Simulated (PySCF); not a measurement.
Gas-phase reaction: 2 BF₂OH + O₂ ⇌ 2 HBO₂ + 2 F₂

Energies from PySCF (xtb for GFN2), thermal terms from the rigid-rotor harmonic-oscillator model, ideal gas at 1 bar. † marks an energy on the PBE0/def2-TZVP geometry and frequencies; other levels use their own. CCSD(T) freezes the core. Open shells (unrestricted): O₂ (multiplicity 3); the rest are closed-shell singlets. GFN2 has no spin-polarisation term. BF₂OH: computed as isolated molecules; such fragments, hydroxides, amides, oligomers or adducts are transient or little studied in the gas. CCSD(T) isn't extrapolated to the basis-set limit; its ΔH°(298 K) is 1109.3 kJ in def2-SVP and 1104.8 kJ in def2-TZVPP. The harmonic model lacks anharmonicity and excited electronic states, which grow with temperature; levels with a mode under 35 cm⁻¹ are left out. Internal rotation in BF₂OH is treated as a harmonic vibration of one conformer, which makes the entropy rough.

```csv
level,"ΔE electronic, kJ","ΔH°(298 K), kJ","ΔS°(298 K), J/K","ΔG°(2500 K), kJ"
BLYP/def2-TZVP†,1033,1019,140,678
CCSD(T)/def2-TZVPP†,1118,1105,140,764
GFN2-xTB,463,451,140,105
PBE0/def2-QZVP†,1139,1126,140,785
r2SCAN/def2-TZVP†,1143,1130,140,789
```
ΔH° is lowest at GFN2-xTB and highest at r2SCAN/def2-TZVP†. No reference value is set beside these.
